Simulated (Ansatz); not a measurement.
**Which is lower?**

Two relaxed structures of AlSiNH6, closed shell (PBE0-D4/def2-TZVP; forces vanish, vibrations not checked).

A:

```xyz
9
angstrom
N -1.1857 0.8460 -0.8280
Si 0.4511 0.5568 -0.3470
Al 0.5108 -1.2975 1.2643
H -1.8027 0.0631 -0.9706
H -1.4014 1.5900 -1.4731
H 0.9749 1.8183 0.2559
H 1.3970 0.2667 -1.4788
H 1.7919 -1.5645 2.1678
H -0.7358 -2.2789 1.4095
```

B:

N1  (-1.223, 0.774, -0.588)
Si2  (0.624, 0.547, 0.037)
Al3  (0.666, -1.693, 1.378)
H4  (-1.568, -0.192, -0.507)
H5  (-1.330, 1.117, -1.538)
H6  (0.934, 2.022, 0.059)
H7  (1.146, 0.165, -1.326)
H8  (-1.772, 1.360, 0.034)
H9  (-0.782, -1.624, 0.419)
(Å)

Ansatz 0.2.0; basis: def2-TZVPP; cores frozen in the correlated methods. B3LYP uses VWN-RPA correlation.

Task: Which structure is lower at CCSD(T), and by how much? (Judge from chemistry; the value comes from the calculation.)

Result: The calculation gives: A, by 1.597 eV (electronic energy, against the other). By their contacts, A is AlSiNH₆ ([NH2][SiH2][AlH2]) and B is AlSiNH₆ ([NH3][SiH2][AlH]).

All methods give the same order:

```
   method  E(B) − E(A) (eV)
   PBE-D4             1.348
r2SCAN-D4             1.652
  PBE0-D4             1.510
 B3LYP-D4             1.585
  wB97M-V             1.536
       HF             2.022
      MP2             1.767
     CCSD             1.658
  CCSD(T)             1.597
```

T1 diagnostic: at most 0.015. The restricted Hartree–Fock reference is unstable towards an unrestricted one at one or more of these structures.

Labels in which every atom is bracketed show which atoms are joined, not bond orders.

For scale, one of the runs: CCSD(T)/def2-TZVPP, 199 basis functions, launched by `ansatz run in.yaml --threads 2 --pin off --events-out ev --progress --plain --max-ram 4352MiB`. Hardware: 2 CPU threads of an Arm Neoverse V1, shared host. Wall time 50 s; peak host memory 2.2 GiB.
